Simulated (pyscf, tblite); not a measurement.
H₃C–Zn–Cl + CH₃• → •H₂C–Zn–Cl + CH₄: energy along the mass-weighted descent from the GFN2-xTB with spin polarisation saddle (tblite), relative to the relaxed reactant side, a complex of the molecules.

(s (amu^1/2 bohr), E (kcal/mol)): (-2.23, 0.7); (-2.05, 0.8); (-1.83, 1.0); (-1.61, 1.1); (-1.32, 1.4); (-0.993, 1.7); (-0.617, 2.0); (0.000, 2.9); (1.01, -0.7); (1.59, -1.6); (2.04, -2.2); (2.44, -2.6); (2.73, -2.9); (3.03, -3.2); (3.27, -3.3)

The GFN2-xTB with spin polarisation barrier from the reactant side is 2.9 kcal/mol. What does ωB97X-D3(BJ) (PySCF) give from its own reactant-side minimum, in def2-SVP and in def2-TZVP?

19.7 kcal/mol in the double-zeta basis after reoptimising the saddle, and 18.8 kcal/mol in the triple-zeta single point, so the tight-binding barrier lies 15.9 kcal/mol under the latter. The imaginary mode goes from 1154i to 1763i cm⁻¹.
